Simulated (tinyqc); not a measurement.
Worked calculation (part 2 of 2): MP2 on RHF in the sto-3g basis, for H2F+, spin multiplicity 1. Computed by tinyqc, a small Python program that keeps every step (integrals from PySCF). Command: `OMP_NUM_THREADS=1 python tinyqc.py 22027 22028 out.jsonl` (the two numbers bound the seeds that draw the settings). One thread of a shared host (Intel(R) Xeon(R) Processor @ 2.60GHz), about 0.2 s of CPU time with the checks.

Geometry (angstrom):
```
atom         x          y         z
F     0.000000   0.000000  0.000000
H     0.000000   0.789000  0.604000
H     0.000000  -0.856000  0.656000
```

## Second-order Moller-Plesset energy

orbital energies (hartree): [-26.618061, -2.039310, -1.156199, -1.067296, -1.032299, -0.044619, 0.107887]

Hartree-Fock energy = -98.85286294 hartree

Given earlier and not repeated: Two-electron integrals over orbitals (pq|rs).

E2 = sum_ijab (ia|jb) [2 (ia|jb) - (ib|ja)] / (e_i + e_j - e_a - e_b) over occupied i, j and virtual a, b; the opposite-spin part is (ia|jb)^2 / denominator, the rest is same-spin, and SCS-MP2 scales them by 6/5 and 1/3.

Terms (the 40 largest of 68):
```
i  j  a  b    (ia|jb)    (ib|ja)  denominator       term
3  3  7  7   0.158596   0.158596    -2.528171  -0.009949
3  4  7  6   0.083891   0.034497    -2.286762  -0.004890
4  3  6  7   0.083891   0.034497    -2.286762  -0.004890
4  4  6  6   0.089099   0.089099    -2.045353  -0.003881
2  3  6  7   0.061427   0.020341    -3.258776  -0.001932
3  2  7  6   0.061427   0.020341    -3.258776  -0.001932
3  3  6  6   0.064350   0.064350    -2.223158  -0.001863
2  2  6  6   0.074576   0.074576    -3.989381  -0.001394
4  2  6  6   0.056584   0.056584    -3.017367  -0.001061
2  4  6  6   0.056584   0.056584    -3.017367  -0.001061
4  4  7  7   0.047915   0.047915    -2.350366  -0.000977
2  2  7  7   0.058938   0.058938    -4.294394  -0.000809
3  4  6  6  -0.036989  -0.036989    -2.134256  -0.000641
4  3  6  6  -0.036989  -0.036989    -2.134256  -0.000641
5  5  6  6   0.025133   0.025133    -1.975358  -0.000320
3  2  7  7   0.029185   0.029185    -3.411282  -0.000250
2  3  7  7   0.029185   0.029185    -3.411282  -0.000250
3  4  6  7   0.034497   0.083891    -2.286762   0.000225
4  3  7  6   0.034497   0.083891    -2.286762   0.000225
3  4  7  7   0.023244   0.023244    -2.439268  -0.000222
4  3  7  7   0.023244   0.023244    -2.439268  -0.000222
5  5  7  7   0.020312   0.020312    -2.280371  -0.000181
2  4  7  6   0.019674   0.013329    -3.169873  -0.000161
4  2  6  7   0.019674   0.013329    -3.169873  -0.000161
2  3  7  6   0.020341   0.061427    -3.258776   0.000129
3  2  6  7   0.020341   0.061427    -3.258776   0.000129
2  3  6  6  -0.019852  -0.019852    -3.106270  -0.000127
3  2  6  6  -0.019852  -0.019852    -3.106270  -0.000127
3  3  6  7  -0.015924  -0.015924    -2.375665  -0.000107
3  3  7  6  -0.015924  -0.015924    -2.375665  -0.000107
2  4  6  7   0.013329   0.019674    -3.169873  -0.000029
4  2  7  6   0.013329   0.019674    -3.169873  -0.000029
2  2  7  6   0.009491   0.009491    -4.141887  -0.000022
2  2  6  7   0.009491   0.009491    -4.141887  -0.000022
4  2  7  7  -0.007081  -0.007081    -3.322380  -0.000015
2  4  7  7  -0.007081  -0.007081    -3.322380  -0.000015
4  4  7  6  -0.005144  -0.005144    -2.197859  -0.000012
4  4  6  7  -0.005144  -0.005144    -2.197859  -0.000012
2  1  7  7   0.015029   0.015029   -28.873145  -0.000008
1  2  7  7   0.015029   0.015029   -28.873145  -0.000008
```

Pair energies (hartree; pair i-j sums ij and ji):
```
pair  opposite spin  same spin
1-1       -0.000013          0
2-1       -0.000020  -1.00e-10
2-2       -0.002246          0
3-1       -3.08e-06  -0.000006
3-2       -0.003323  -0.001036
3-3       -0.012025   0.000000
4-1       -4.02e-06  -1.33e-07
4-2       -0.002509  -0.000025
4-3       -0.008921  -0.002134
4-4       -0.004882          0
5-5       -0.000508          0
```

MP2 correlation energy = -0.03765504 hartree

SCS-MP2 correlation energy = -0.04241176 hartree

MP2 total energy = -98.89051798 hartree
